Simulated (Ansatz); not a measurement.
Reaction (homolysis of the Al–H bond): `[F][AlH2]` → `[F][AlH]`• + H•

Program: Ansatz. Geometries: PBE0-D4/def2-TZVP. ΔE: electronic, gas phase. CCSD(T)/CBS is frozen-core, at the limit of the def2 triple- and quadruple-zeta sets. DFT in def2-TZVPP. Open shells (•) are unrestricted, without spin–orbit coupling.

`[F][AlH2]`:

```xyz
4

F    -0.015    0.168   -1.586
Al    0.001   -0.006    0.055
H     1.063    0.841    0.853
H    -1.048   -1.003    0.678
```

`[F][AlH]`•:

Cartesian coordinates in Å:
```
F -1.381 -0.149 -0.292
Al 0.215 -0.534 -0.076
H 1.166 0.683 0.368
```

Question: What is ΔE at CCSD(T)/CBS? (An estimate is asked.)

Answer: Ansatz gave: +88.9 kcal/mol.

Question: What do these levels give: revPBE-D4, B97M-V, r2SCAN0-D4, revPBE, BHLYP, MP2/def2-SVP, SCS-MP2/def2-TZVPP, CCSD(T)/def2-TZVPP, HF/cc-pV(D+d)Z, MP2/cc-pV(D+d)Z, CCSD/cc-pV(Q+d)Z, CCSD(T)/cc-pV(Q+d)Z? (Best estimate.)

Answer: Computed: revPBE-D4 81.5, B97M-V 90.1, r2SCAN0-D4 84.5, revPBE 81.0, BHLYP 87.5, MP2/def2-SVP 83.3, SCS-MP2/def2-TZVPP 88.1, CCSD(T)/def2-TZVPP 87.9, HF/cc-pV(D+d)Z 68.2, MP2/cc-pV(D+d)Z 81.5, CCSD/cc-pV(Q+d)Z 88.6, CCSD(T)/cc-pV(Q+d)Z 88.5 kcal/mol.

Largest T1 diagnostic among the species: 0.016.

Leaving LDA and LC-ωPBE aside and taking each functional with its dispersion term where it has one, the values spread over 8.6 kcal/mol, from revPBE-D4 to B97M-V. LDA lies +8.1 kcal/mol from PBE without D4, its usual overbinding. From BLYP to BHLYP (50 % exact exchange), in def2-TZVPP and without D4, ΔE moves by +2.8 kcal/mol. In def2-TZVPP, CCSD(T) changes the Hartree–Fock value by +19.4 kcal/mol (the triples alone add −0.1 kcal/mol) and MP2 by +16.2 kcal/mol; breaking electron pairs costs correlation energy, which Hartree–Fock lacks.
